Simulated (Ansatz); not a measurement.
**C2H7Al: how energies converge with the basis set**

One table from this session's results is given with a row withheld; the runs are named, their logs left out.

Program: Ansatz 0.2.0, Gaussian basis. Level of theory: one geometry, several basis sets. These are calculated values, not measurements.

Levels to be run: PBE0-D4/def2-SVP; ωB97M-V/def2-SVP; PBE0-D4/def2-QZVPP; ωB97M-V/def2-QZVPP; the functionals' def2-TZVPP values are taken from earlier runs.

1 further run of the same task is left out (it didn't finish).

**The relaxed structure**

The geometry comes from an earlier relaxation with PBE0-D4 in a triple-zeta def2 set; it is a stationary point, not always the lowest conformer.

SMILES `[CH3][AlH][CH3]`, 10 atoms, charge 0, spin multiplicity 1.

Atoms are counted from 1 here; the program's logs count them from 0.

Bond lengths: C1–Al2 1.954 Å, C1–H4 1.095 Å, C1–H5 1.092 Å, C1–H6 1.096 Å, Al2–C3 1.954 Å, Al2–H7 1.595 Å, C3–H8 1.093 Å, C3–H9 1.095 Å, C3–H10 1.096 Å. Angles: Al2–C1–H4 111.1°, Al2–C1–H5 113.4°, Al2–C1–H6 110.4°, H4–C1–H5 108.0°, H4–C1–H6 106.0°, H5–C1–H6 107.6°, C1–Al2–C3 121.2°, C1–Al2–H7 120.2°, C3–Al2–H7 118.5°, Al2–C3–H8 113.4°, Al2–C3–H9 111.0°, Al2–C3–H10 110.5°, H8–C3–H9 107.9°, H8–C3–H10 107.7°, H9–C3–H10 105.9°.

As a file:

```mol
C2H7Al
  3D, bonds by distance, orders not assigned

 10  9  0  0  0  0  0  0  0  0999 V2000
   -1.2191    0.9236   -0.7833 C   0  0
    0.4968    0.0218   -0.5364 Al  0  0
    0.9039   -0.9490    1.1097 C   0  0
   -2.0540    0.2332   -0.6212 H   0  0
   -1.3370    1.3685   -1.7738 H   0  0
   -1.3403    1.7237   -0.0436 H   0  0
    1.6057    0.0788   -1.6812 H   0  0
    0.0690   -0.9800    1.8140 H   0  0
    1.2019   -1.9809    0.8943 H   0  0
    1.7563   -0.4909    1.6245 H   0  0
  1  2  8  0
  2  3  8  0
  1  4  8  0
  1  5  8  0
  1  6  8  0
  2  7  8  0
  3  8  8  0
  3  9  8  0
  3 10  8  0
M  END
```

Set-up of the first run:

Input file in.yaml:

```yaml
crystal:
  periodic: [false, false, false]
  atoms:
    - {symbol: C, position_ang: [-1.219069, 0.923611, -0.783252]}
    - {symbol: Al, position_ang: [0.496807, 0.021781, -0.536449]}
    - {symbol: C, position_ang: [0.903909, -0.949004, 1.109748]}
    - {symbol: H, position_ang: [-2.054026, 0.233181, -0.621228]}
    - {symbol: H, position_ang: [-1.336991, 1.368520, -1.773779]}
    - {symbol: H, position_ang: [-1.340336, 1.723706, -0.043581]}
    - {symbol: H, position_ang: [1.605652, 0.078822, -1.681217]}
    - {symbol: H, position_ang: [0.068961, -0.980035, 1.814001]}
    - {symbol: H, position_ang: [1.201854, -1.980854, 0.894349]}
    - {symbol: H, position_ang: [1.756339, -0.490926, 1.624509]}
basis:
  gaussian: {orbitals: def2-SVP}
hamiltonian: {xc: pbe0, dispersion: d4}
output: {orbitals: {seedname: orbitals}}
```

Among the steps run: PBE0-D4 in def2-SVP; ωB97M-V in def2-SVP; PBE0-D4 in def2-QZVPP; ωB97M-V in def2-QZVPP.

One table of the session follows, with a row left open; its other results are not shown here.

It belongs to the step «Density functionals: the series». 

```
functional       basis  HOMO (eV)
   PBE0-D4    def2-SVP          ?
   PBE0-D4  def2-TZVPP      -7.76
   PBE0-D4  def2-QZVPP      -7.76
   ωB97M-V    def2-SVP      -9.97
   ωB97M-V  def2-TZVPP     -10.00
   ωB97M-V  def2-QZVPP     -10.00
```

**Question.** Estimate the row for PBE0-D4, def2-SVP.

**Answer.** HOMO (eV): -7.74. In the column «HOMO (eV)» it is the highest.
